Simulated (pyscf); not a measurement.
`[SiH2]1[SiH2][SiH2][SiH2][SiH2]1` -> `[Si]1[SiH2][SiH2][SiH2][SiH2]1` [singlet] + `[H][H]`, a multi-bond step (singlet surface; H–Si, H–Si, H–Si broken, H–Si, H–H formed). Optimised with ωB97X-D3(BJ)/def2-SVP in PySCF. Energies in kJ/mol from the reactant's lowest minimum found.

Small-basis levels: PySCF, no dispersion term, spherical d functions. GFN2-xTB: tblite. Cost: rough CPU time at the saddle relative to B3LYP/6-31G*, from one job on a shared machine.

| level | barrier | reaction energy | cost |
|---|---|---|---|
| HF/STO-3G | 669.5 | +356.0 | 0.04 |
| BP86/6-31G* | 301.3 | +214.8 | 1 |
| B3LYP/STO-3G | [?] | +348.0 | 0.5 |
| B3LYP/3-21G | 358.9 | +209.6 | 0.7 |
| M06-2X/6-31G* | 334.2 | +227.5 | 2 |
| B3LYP/def2-SVP | [?] | +231.2 | 1.0 |
| GFN2-xTB | 403.3 | +212.0 | under 0.02 |
| ωB97M-D3(BJ)/def2-TZVP | [?] | +225.5 | – |

Task: Fill in the missing entries.

Result: 
- B3LYP/STO-3G, barrier: 568.0
- B3LYP/def2-SVP, barrier: 320.3
- ωB97M-D3(BJ)/def2-TZVP, barrier: 312.8

Against the last row the barrier runs from -11.5 (BP86/6-31G*) to +356.8 kJ/mol (HF/STO-3G). ωB97M-D3(BJ)/def2-TZVP has limits of its own. At the saddle there is also a short H–Si contact that neither side keeps. cyclic H₈Si₅ (SMILES [Si]1[SiH2][SiH2][SiH2][SiH2]1) [singlet] lies 34.2 kJ/mol over its isomer cyclic H₈Si₅ (SMILES [SiH]1=[SiH][SiH2][SiH2][SiH2]1) (electronic energy, ωB97M-D3(BJ)). One saddle was located; it need not be the lowest between these sides.
